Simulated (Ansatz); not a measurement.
Consider the substitution at a C–C bond: `CCOCCCl` + H–F → `FCOCCCl` + CH₄.

Computed with Ansatz on PBE0-D4/def2-TZVP structures; ΔE is electronic, products minus reactants. CCSD(T)/CBS is the MP2 limit (def2-TZVPP, def2-QZVPP) plus CCSD(T) − MP2 in def2-TZVPP, frozen cores. This one scheme is used for every species. Functionals use def2-TZVPP. HSE06 is defined as in plane-wave codes. One conformer a species, not always the lowest.

`CCOCCCl`:

Z-matrix (Å, degrees):
```
C
C 1 1.507
H 1 1.092 2 110.5
H 1 1.092 2 110.3 3 120.1
H 1 1.092 2 110.6 3 -120.0
O 2 1.411 1 108.5 3 59.3
H 2 1.100 1 110.7 3 -60.8
H 2 1.099 1 110.2 3 -179.2
C 6 1.402 2 114.3 1 -178.0
C 9 1.517 6 111.3 2 -84.3
H 9 1.098 6 111.3 2 38.5
H 9 1.092 6 107.3 2 156.3
Cl 10 1.780 9 109.9 6 -178.8
H 10 1.089 9 112.0 6 62.3
H 10 1.089 9 110.7 6 -59.9
```

H–F:

Z-matrix (Å, degrees):
```
F
H 1 0.920
```

`FCOCCCl`:

Cartesian coordinates in Å:
```
F 0.543 -0.251 2.529
C 1.265 -0.074 1.363
O 0.518 0.553 0.410
C -0.532 -0.228 -0.120
C -1.009 0.397 -1.400
Cl 0.203 0.273 -2.698
H 2.115 0.572 1.590
H 1.586 -1.074 1.042
H -0.190 -1.255 -0.299
H -1.370 -0.263 0.587
H -1.219 1.456 -1.255
H -1.910 -0.106 -1.749
```

CH₄:

Cartesian coordinates in Å:
```
C 0.000 0.000 0.000
H 0.044 -0.971 -0.493
H -0.851 0.563 -0.381
H 0.919 0.551 -0.200
H -0.111 -0.143 1.074
```

```json
{"level": "BLYP-D4", "ΔE (kcal/mol)": "-1.6", "difference from CCSD(T)/CBS": "-4.7"}
{"level": "B97M-V", "ΔE (kcal/mol)": "-1.5", "difference from CCSD(T)/CBS": "-4.6"}
{"level": "r2SCANh-D4", "ΔE (kcal/mol)": "-0.8", "difference from CCSD(T)/CBS": "-3.9"}
{"level": "r2SCAN0-D4", "ΔE (kcal/mol)": "-0.1", "difference from CCSD(T)/CBS": "-3.2"}
{"level": "BLYP", "ΔE (kcal/mol)": "-3.3", "difference from CCSD(T)/CBS": "-6.4"}
{"level": "HSE06", "ΔE (kcal/mol)": "0.0", "difference from CCSD(T)/CBS": "-3.1"}
{"level": "RPA@PBE/def2-TZVPP", "ΔE (kcal/mol)": "1.1", "difference from CCSD(T)/CBS": "-2.0"}
{"level": "HF/def2-TZVPP", "ΔE (kcal/mol)": "-2.7", "difference from CCSD(T)/CBS": "-5.8"}
{"level": "CCSD(T)/def2-TZVPP", "ΔE (kcal/mol)": "1.8", "difference from CCSD(T)/CBS": "-1.3"}
{"level": "CCSD/CBS(def2)", "ΔE (kcal/mol)": "2.8", "difference from CCSD(T)/CBS": "-0.3"}
{"level": "CCSD(T)/CBS", "ΔE (kcal/mol)": "3.1", "difference from CCSD(T)/CBS": "0"}
```

Largest T1 diagnostic among the species: 0.011.

The D4 term adds +1.3 kcal/mol with B3LYP and +0.7 kcal/mol with PBE0; it sums over pairs of atoms, weighted by their polarisabilities, and B3LYP, whose exchange is more repulsive, gets the larger term. In def2-TZVPP, CCSD(T) changes the Hartree–Fock value by +4.6 kcal/mol (the triples alone add +0.2 kcal/mol) and MP2 by +6.3 kcal/mol. From PBE to PBE0 (25 % exact exchange), in def2-TZVPP and without D4, ΔE moves by +1.1 kcal/mol.

B3LYP here is the variant with VWN-RPA as its local correlation; programs differ in this.
